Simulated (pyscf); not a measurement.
Optimised with ωB97X-D3(BJ)/def2-SVP in PySCF.

Task: Estimate by transition-state theory the rate constant of F–Ge(F)(F)–F + H₂ -> F–GeH(F)–F + HF (singlet surface; F–Ge, H–H broken, Ge–H, F–H formed) at 600 K, with ωB97M-D3(BJ)/def2-TZVP energies (ideal gas, 1 atm, RRHO with modes under 100 cm⁻¹ raised to 100, one conformer, R ln 2 for rigid chiral ones; no tunnelling).

Result: The electronic barrier is 44.3 kcal/mol and the thermal terms add +15.2, so ΔG‡ = 59.4 kcal/mol. With k_BT/h = 1.25e+13 s⁻¹ and RT = 1.192 kcal/mol, and a volume of 8.18e-20 cm³ per molecule at 1 atm, k = 2.3e-28 cm³ molecule⁻¹ s⁻¹. Wigner's tunnelling factor for 1238i cm⁻¹ would be 1.37. A shift of 1 kcal/mol in the barrier changes k by a factor 2.3. At the saddle there is also a short Ge–H contact that neither side keeps. This is the saddle that the search found; another between the same sides may lie lower. Elements up to Kr have no core potential and no relativistic terms here.
